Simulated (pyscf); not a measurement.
Optimised with ωB97X-D3(BJ)/def2-SVPD in PySCF.

**Question.** For the elementary gas-phase step H₃C–O⁻ + methanol (H₃C–OH) -> formaldehyde (H₂C=O) + methane (CH₄) + hydroxide (HO⁻) (singlet surface; C–H, C–O broken, C–H formed), what barrier and reaction energy does r²SCAN/def2-TZVPD give, measured from the separated reactants?

**Answer.** ΔE‡ = 175.5 kJ/mol, ΔE = +38.7 kJ/mol. ωB97M-D3(BJ)/def2-TZVPD gives 231.5 kJ/mol and +24.3 kJ/mol. Zero-point energy shifts the barrier by -10.3 kJ/mol. It is a concerted fragmentation, with an imaginary mode of 1236i cm⁻¹. On the reactant side the descent ends in a bound adduct (not fully relaxed), 110.5 kJ/mol under the separated species and 351.8 kJ/mol under the saddle at ωB97X-D3(BJ)/def2-TZVPD. On the product side the descent ends in a bound adduct (not fully relaxed), 94.6 kJ/mol under the separated species and 306.1 kJ/mol under the saddle at ωB97X-D3(BJ)/def2-TZVPD. At ωB97X-D3(BJ) the barrier from the zero used here is 241.3 kJ/mol. One saddle was located; it need not be the lowest between these sides.
